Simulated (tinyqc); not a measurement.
MP2 on RHF in the sto-3g basis, frozen core, for HF, spin multiplicity 1, step by step. One step of it, computed by the program tinyqc.

Task: Second-order Moller-Plesset energy. E2 = sum_ijab (ia|jb) [2 (ia|jb) - (ib|ja)] / (e_i + e_j - e_a - e_b) over occupied i, j and virtual a, b; the opposite-spin part is (ia|jb)^2 / denominator, the rest is same-spin, and SCS-MP2 scales them by 6/5 and 1/3.

orbital energies (hartree): [-25.896290, -1.486394, -0.597924, -0.465917, -0.465917, 0.676280]

Two-electron integrals over orbitals (pq|rs), unique and non-zero (hartree); the lowest 1 orbital is frozen and left out:
```
(22|22) 0.858000    (32|22) -0.006096   (32|32) 0.158597    (33|22) 0.766236
(33|32) -0.060038   (33|33) 0.796407    (42|42) 0.177993    (43|42) -0.046160
(43|43) 0.052265    (44|22) 0.874318    (44|32) -0.076430   (44|33) 0.774888
(44|44) 0.997514    (52|52) 0.177993    (53|52) -0.046160   (53|53) 0.052265
(54|54) 0.053770    (55|22) 0.874318    (55|32) -0.076430   (55|33) 0.774888
(55|44) 0.889973    (55|55) 0.997514    (62|22) -0.138101   (62|32) -0.036489
(62|33) -0.045838   (62|44) -0.137702   (62|55) -0.137702   (62|62) 0.099853
(63|22) -0.145894   (63|32) 0.092790    (63|33) -0.131725   (63|44) -0.182076
(63|55) -0.182076   (63|62) 0.060568    (63|63) 0.160579    (64|42) -0.045614
(64|43) -0.011823   (64|64) 0.032248    (65|52) -0.045614   (65|53) -0.011823
(65|65) 0.032248    (66|22) 0.693529    (66|32) 0.076657    (66|33) 0.669249
(66|44) 0.656399    (66|55) 0.656399    (66|62) -0.069150   (66|63) -0.011557
(66|66) 0.718962
```

Hartree-Fock energy = -98.56245153 hartree

Give: Terms; Pair energies; MP2 correlation energy; SCS-MP2 correlation energy; MP2 total energy.

Result:

Terms:
```
i  j  a  b  (ia|jb)  (ib|ja)  denominator       term
3  3  6  6   0.1606   0.1606      -2.5484    -0.0101
2  2  6  6   0.0999   0.0999      -4.3253    -0.0023
2  3  6  6   0.0606   0.0606      -3.4369    -0.0011
3  2  6  6   0.0606   0.0606      -3.4369    -0.0011
4  4  6  6   0.0322   0.0322      -2.2844  -4.55e-04
5  5  6  6   0.0322   0.0322      -2.2844  -4.55e-04
```

Pair energies (hartree; pair i-j sums ij and ji):
```
pair  opposite spin  same spin
2-2         -0.0023     0.0000
3-2         -0.0021     0.0000
3-3         -0.0101     0.0000
4-4       -4.55e-04     0.0000
5-5       -4.55e-04     0.0000
```

MP2 correlation energy = -0.015469 hartree

SCS-MP2 correlation energy = -0.018562 hartree

MP2 total energy = -98.577920 hartree
